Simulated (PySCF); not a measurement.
silicon monoxide cation (OSi), SMILES [Si]=O (connectivity only; charge and spin as stated), charge +1, multiplicity 2.

Geometry optimised at B3LYP-D3(BJ)/def2-TZVPD. The multiplicity is an assumed one; other spin states were not compared.

All values below come from B3LYP-D3(BJ)/def2-TZVPD (PySCF).

Frequencies are harmonic and unscaled.

| mode | ν (cm⁻¹) | IR (km/mol) | moving atoms (share of kinetic energy) |
|---|---|---|---|
| 1 | 1142 | 2.2 | O 64 %, Si 36 % |
